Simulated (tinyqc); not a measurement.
Worked calculation: G0W0 on RHF in the sto-3g basis, for H2O, spin multiplicity 1. One step of it, computed by the program tinyqc.

Task: Integrals over molecular orbitals. (pq|rs) = sum C_ip C_jq C_kr C_ls (ij|kl), one index at a time.

coefficients C, order 1O 1s, 1O 2s, 1O 2px, 1O 2py, 1O 2pz, 2H 1s, 3H 1s:
$$\begin{pmatrix}
0.994402 & -0.237777 & 0.000000 & 0.098202 & 0.000000 & -0.112837 & 0.000000 \\
0.024369 & 0.876654 & 0.000000 & -0.502690 & 0.000000 & 0.689453 & 0.000000 \\
0.000000 & 0.000000 & 0.000000 & 0.000000 & 1.000000 & 0.000000 & 0.000000 \\
0.000000 & 0.000000 & 0.616730 & 0.000000 & 0.000000 & 0.000000 & 0.914490 \\
0.003442 & 0.096022 & 0.000000 & 0.734945 & 0.000000 & 0.764265 & 0.000000 \\
-0.004747 & 0.146325 & 0.453240 & 0.326918 & 0.000000 & -0.715049 & -0.752993 \\
-0.004747 & 0.146325 & -0.453240 & 0.326918 & 0.000000 & -0.715049 & 0.752993
\end{pmatrix}$$

core Hamiltonian H = T + V (hartree), order 1O 1s, 1O 2s, 1O 2px, 1O 2py, 1O 2pz, 2H 1s, 3H 1s:
$$\begin{pmatrix}
-32.598576 & -7.583846 & 0.000000 & 0.000000 & -0.016039 & -1.312925 & -1.312925 \\
-7.583846 & -9.221122 & 0.000000 & 0.000000 & -0.195110 & -3.038023 & -3.038023 \\
0.000000 & 0.000000 & -7.363969 & 0.000000 & 0.000000 & 0.000000 & 0.000000 \\
0.000000 & 0.000000 & 0.000000 & -7.472804 & 0.000000 & -1.664828 & 1.664828 \\
-0.016039 & -0.195110 & 0.000000 & 0.000000 & -7.444946 & -1.493994 & -1.493994 \\
-1.312925 & -3.038023 & 0.000000 & -1.664828 & -1.493994 & -4.634247 & -1.252275 \\
-1.312925 & -3.038023 & 0.000000 & 1.664828 & -1.493994 & -1.252275 & -4.634247
\end{pmatrix}$$

Two-electron integrals (ij|kl) in chemists' order, unique and non-zero (hartree):
```
(11|11) 4.785065    (21|11) 0.741380    (21|21) 0.136873    (22|11) 1.118947
(22|21) 0.256633    (22|22) 0.817206    (31|31) 0.024477    (32|31) 0.037809
(32|32) 0.180518    (33|11) 1.115814    (33|21) 0.256684    (33|22) 0.817023
(33|33) 0.880159    (41|41) 0.024477    (42|41) 0.037809    (42|42) 0.180518
(43|43) 0.047444    (44|11) 1.115814    (44|21) 0.256684    (44|22) 0.817023
(44|33) 0.785270    (44|44) 0.880159    (51|51) 0.024477    (52|51) 0.037809
(52|52) 0.180518    (53|53) 0.047444    (54|54) 0.047444    (55|11) 1.115814
(55|21) 0.256684    (55|22) 0.817023    (55|33) 0.785270    (55|44) 0.785270
(55|55) 0.880159    (61|11) 0.128922    (61|21) 0.023613    (61|22) 0.044031
(61|33) 0.043945    (61|41) 0.000823    (61|42) 0.001547    (61|44) 0.044097
(61|51) 0.000710    (61|52) 0.001335    (61|54) 0.000131    (61|55) 0.044058
(61|61) 0.004126    (62|11) 0.327081    (62|21) 0.076017    (62|22) 0.269633
(62|33) 0.264946    (62|41) 0.004330    (62|42) 0.033669    (62|44) 0.272858
(62|51) 0.003735    (62|52) 0.029042    (62|54) 0.006824    (62|55) 0.270833
(62|61) 0.013386    (62|62) 0.111980    (63|31) 0.007789    (63|32) 0.045940
(63|43) 0.006917    (63|53) 0.005966    (63|63) 0.015602    (64|11) 0.182702
(64|21) 0.042995    (64|22) 0.162816    (64|33) 0.155501    (64|41) 0.009928
(64|42) 0.065090    (64|44) 0.173879    (64|51) 0.001845    (64|52) 0.016518
(64|54) 0.009886    (64|55) 0.158882    (64|61) 0.007891    (64|62) 0.082157
(64|64) 0.075179    (65|11) 0.157594    (65|21) 0.037086    (65|22) 0.140441
(65|33) 0.134131    (65|41) 0.001845    (65|42) 0.016518    (65|44) 0.138051
(65|51) 0.009380    (65|52) 0.060188    (65|54) 0.010298    (65|55) 0.148981
(65|61) 0.006806    (65|62) 0.070867    (65|64) 0.051390    (65|65) 0.059930
(66|11) 0.480050    (66|21) 0.113372    (66|22) 0.462335    (66|33) 0.443970
(66|41) 0.008056    (66|42) 0.087371    (66|44) 0.475228    (66|51) 0.006949
(66|52) 0.075364    (66|54) 0.026963    (66|55) 0.467227    (66|61) 0.020120
(66|62) 0.246316    (66|64) 0.206219    (66|65) 0.177879    (66|66) 0.774606
(71|11) 0.128922    (71|21) 0.023613    (71|22) 0.044031    (71|33) 0.043945
(71|41) -0.000823   (71|42) -0.001547   (71|44) 0.044097    (71|51) 0.000710
(71|52) 0.001335    (71|54) -0.000131   (71|55) 0.044058    (71|61) 0.004067
(71|62) 0.012992    (71|64) 0.007023    (71|65) 0.006612    (71|66) 0.019356
(71|71) 0.004126    (72|11) 0.327081    (72|21) 0.076017    (72|22) 0.269633
(72|33) 0.264946    (72|41) -0.004330   (72|42) -0.033669   (72|44) 0.272858
(72|51) 0.003735    (72|52) 0.029042    (72|54) -0.006824   (72|55) 0.270833
(72|61) 0.012992    (72|62) 0.090900    (72|64) 0.046065    (72|65) 0.055984
(72|66) 0.163750    (72|71) 0.013386    (72|72) 0.111980    (73|31) 0.007789
(73|32) 0.045940    (73|43) -0.006917   (73|53) 0.005966    (73|63) 0.012256
(73|73) 0.015602    (74|11) -0.182702   (74|21) -0.042995   (74|22) -0.162816
(74|33) -0.155501   (74|41) 0.009928    (74|42) 0.065090    (74|44) -0.173879
(74|51) -0.001845   (74|52) -0.016518   (74|54) 0.009886    (74|55) -0.158882
(74|61) -0.007023   (74|62) -0.046065   (74|64) -0.011543   (74|65) -0.027774
(74|66) -0.074375   (74|71) -0.007891   (74|72) -0.082157   (74|74) 0.075179
(75|11) 0.157594    (75|21) 0.037086    (75|22) 0.140441    (75|33) 0.134131
(75|41) -0.001845   (75|42) -0.016518   (75|44) 0.138051    (75|51) 0.009380
(75|52) 0.060188    (75|54) -0.010298   (75|55) 0.148981    (75|61) 0.006612
(75|62) 0.055984    (75|64) 0.027774    (75|65) 0.046222    (75|66) 0.110299
(75|71) 0.006806    (75|72) 0.070867    (75|74) -0.051390   (75|75) 0.059930
(76|11) 0.123322    (76|21) 0.028953    (76|22) 0.112267    (76|33) 0.109459
(76|44) 0.111483    (76|51) 0.002174    (76|52) 0.020465    (76|55) 0.115734
(76|61) 0.005053    (76|62) 0.047097    (76|64) 0.029911    (76|65) 0.033507
(76|66) 0.109836    (76|71) 0.005053    (76|72) 0.047097    (76|74) -0.029911
(76|75) 0.033507    (76|76) 0.024914    (77|11) 0.480050    (77|21) 0.113372
(77|22) 0.462335    (77|33) 0.443970    (77|41) -0.008056   (77|42) -0.087371
(77|44) 0.475228    (77|51) 0.006949    (77|52) 0.075364    (77|54) -0.026963
(77|55) 0.467227    (77|61) 0.019356    (77|62) 0.163750    (77|64) 0.074375
(77|65) 0.110299    (77|66) 0.320520    (77|71) 0.020120    (77|72) 0.246316
(77|74) -0.206219   (77|75) 0.177879    (77|76) 0.109836    (77|77) 0.774606
```

Give: one-electron integrals over orbitals h = C^T H C; Two-electron integrals over orbitals.

Result:

one-electron integrals over orbitals h = C^T H C (hartree):
$$\begin{pmatrix}
-32.5818 & 0.5651 & 0.0000 & -0.2212 & 0.0000 & 0.2580 & 0.0000 \\
0.5651 & -7.5809 & 0.0000 & 0.5200 & 0.0000 & -1.2459 & 0.0000 \\
0.0000 & 0.0000 & -6.0933 & 0.0000 & 0.0000 & 0.0000 & -1.7400 \\
-0.2212 & 0.5200 & 0.0000 & -6.6409 & 0.0000 & -1.2886 & 0.0000 \\
0.0000 & 0.0000 & 0.0000 & 0.0000 & -7.3640 & 0.0000 & 0.0000 \\
0.2580 & -1.2459 & 0.0000 & -1.2886 & 0.0000 & -5.3563 & 0.0000 \\
0.0000 & 0.0000 & -1.7400 & 0.0000 & 0.0000 & 0.0000 & -5.4990
\end{pmatrix}$$

Two-electron integrals over orbitals (pq|rs), unique and non-zero (hartree):
```
(11|11) 4.7464      (21|11) -0.4258     (21|21) 0.0604      (22|11) 1.0157
(22|21) -0.0147     (22|22) 0.7245      (31|31) 0.0109      (32|31) 0.0172
(32|32) 0.1332      (33|11) 0.7751      (33|21) -0.0047     (33|22) 0.6242
(33|33) 0.6041      (41|11) 0.1744      (41|21) -0.0226     (41|22) 0.0135
(41|33) 0.0059      (41|41) 0.0249      (42|11) -0.1487     (42|21) 0.0085
(42|22) -0.0184     (42|33) 0.0041      (42|41) 0.0177      (42|42) 0.1288
(43|31) -0.0030     (43|32) 0.0253      (43|43) 0.0545      (44|11) 0.9399
(44|21) -0.0116     (44|22) 0.6604      (44|33) 0.5730      (44|41) -0.0089
(44|42) -0.0952     (44|44) 0.7113      (51|51) 0.0260      (52|51) 0.0330
(52|52) 0.1488      (53|53) 0.0272      (54|51) -0.0126     (54|52) -0.0461
(54|54) 0.0502      (55|11) 1.1154      (55|21) -0.0120     (55|22) 0.7523
(55|33) 0.6100      (55|41) 0.0049      (55|42) -0.0804     (55|44) 0.6947
(55|55) 0.8802      (61|11) -0.2020     (61|21) 0.0308      (61|22) -0.0012
(61|33) 0.0008      (61|41) 0.0023      (61|42) 0.0211      (61|44) -0.0167
(61|55) -0.0054     (61|61) 0.0273      (62|11) 0.2743      (62|21) -0.0060
(62|22) 0.1349      (62|33) 0.0707      (62|41) 0.0186      (62|42) 0.0291
(62|44) 0.0647      (62|55) 0.1445      (62|61) 0.0103      (62|62) 0.0973
(63|31) 0.0030      (63|32) -0.0339     (63|43) -0.0348     (63|63) 0.0703
(64|11) 0.2640      (64|21) -0.0035     (64|22) 0.1203      (64|33) 0.0492
(64|41) 0.0006      (64|42) -0.0515     (64|44) 0.1318      (64|55) 0.1453
(64|61) -0.0024     (64|62) 0.0587      (64|64) 0.0951      (65|51) 0.0134
(65|52) 0.0521      (65|54) 0.0043      (65|65) 0.0353      (66|11) 0.7981
(66|21) -0.0075     (66|22) 0.6037      (66|33) 0.5572      (66|41) 0.0185
(66|42) 0.0482      (66|44) 0.5495      (66|55) 0.5858      (66|61) 0.0092
(66|62) 0.0964      (66|64) 0.0528      (66|66) 0.5907      (71|31) 0.0145
(71|32) 0.0217      (71|43) -0.0041     (71|63) 0.0034      (71|71) 0.0192
(72|31) 0.0146      (72|32) 0.0506      (72|43) -0.0331     (72|63) 0.0317
(72|71) 0.0184      (72|72) 0.0661      (73|11) 0.3673      (73|21) -0.0071
(73|22) 0.1560      (73|33) 0.0892      (73|41) -4.01e-04   (73|42) -0.0811
(73|44) 0.1418      (73|55) 0.1990      (73|61) -0.0061     (73|62) 0.0694
(73|64) 0.0996      (73|66) 0.0441      (73|73) 0.1602      (74|31) -0.0088
(74|32) -0.0753     (74|43) -0.0113     (74|63) 0.0517      (74|71) -0.0116
(74|72) -0.0163     (74|74) 0.0726      (75|53) 0.0238      (75|75) 0.0244
(76|31) 0.0077      (76|32) 0.0866      (76|43) 0.0593      (76|63) -0.0620
(76|71) 0.0099      (76|72) -0.0072     (76|74) -0.0609     (76|76) 0.1107
(77|11) 0.8341      (77|21) -0.0087     (77|22) 0.6087      (77|33) 0.5881
(77|41) 0.0040      (77|42) -0.0154     (77|44) 0.5807      (77|55) 0.6077
(77|61) -0.0036     (77|62) 0.0616      (77|64) 0.0475      (77|66) 0.5554
(77|73) 0.0894      (77|77) 0.5975
```
